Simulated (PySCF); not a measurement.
Stretching O₂⁺

Set-up: O def2-TZVP; no relativity (PySCF 2.14). Energies in eV from O⁺ + O in their ground configurations at the same level. State: ²Πg (doublet), unpaired electrons π ↑.

All columns are PBE0.

| R (Å) | E (eV) | HOMO (eV) | LUMO (eV) | Mayer bond order | ⟨S²⟩ |
| --- | --- | --- | --- | --- | --- |
| 0.947 | -4.540 | -18.19 | -13.94 | 2.32 | 0.75 |
| 0.991 | -5.821 | -18.88 | -14.64 | 2.32 | 0.75 |
| 1.035 | -6.529 | -19.49 | -15.26 | 2.32 | 0.75 |
| 1.068 | -6.780 | -19.90 | -15.68 | 2.33 | 0.75 |
| 1.101 | -6.846 | -20.26 | -16.06 | 2.34 | 0.75 |
| 1.134 | -6.768 | -20.59 | -16.40 | 2.35 | 0.75 |
| 1.178 | -6.498 | -20.97 | -16.81 | 2.37 | 0.75 |
| 1.233 | -5.973 | -21.37 | -17.25 | 2.39 | 0.75 |
| 1.299 | -5.176 | -21.75 | -17.68 | 2.42 | 0.75 |
| 1.387 | -3.980 | -22.14 | -18.13 | 2.44 | 0.75 |

The state was picked by a PBE0 search and need not be the measured ground state.
